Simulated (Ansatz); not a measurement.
This geometry of C$_{2}$H$_{5}$Si (8 atoms, charge -1, multiplicity 1) is a first-order saddle point.

All numbers below come from RKS PBE-D4/6-31G* in Ansatz.

```xyz
8
Properties=species:S:1:pos:R:3
C -1.412 -0.047 -1.113
C -0.232 0.488 -0.636
Si 0.544 -0.386 0.794
H -1.741 0.618 -1.981
H 0.324 1.399 -1.003
H 0.764 0.441 2.072
H 1.972 -0.920 0.588
H -0.219 -1.594 1.279
```

(1) Which two structures does it join? (They come from a converged band through this point; their orientation in space is the band's.)

(2) How far does it lie above each of them?

## Answers

(1) No bond is made or broken. The dihedral C1–C2–Si3–H8 goes from -63 to 63°. The two ends are copies of one structure, up to a mirror image or an exchange of like atoms.

Initial state:

```xyz
8
Properties=species:S:1:pos:R:3
C -0.855 -0.222 -1.299
C -0.311 0.730 -0.480
Si 0.490 -0.374 0.749
H -1.427 0.226 -2.172
H -0.324 1.852 -0.510
H 1.259 0.343 1.911
H 1.592 -1.283 0.240
H -0.422 -1.272 1.563
```

Final state:

```xyz
8
Properties=species:S:1:pos:R:3
C -1.395 0.403 -0.598
C -0.046 0.424 -0.824
Si 0.513 -0.402 0.717
H -1.990 0.876 -1.442
H 0.574 0.814 -1.674
H 0.215 0.308 2.024
H 2.063 -0.588 0.869
H 0.066 -1.836 0.929
```

(2) 0.093 eV above the first and 0.093 eV above the second. This is the barrier of this one path; another mechanism may lie lower. Limits of this set-up: an anion without diffuse functions, the dipole of an ion depends on the origin.

The run took 79 s on 1 thread of Arm Neoverse V2, with other jobs on the host, peak memory 0.11 GiB.
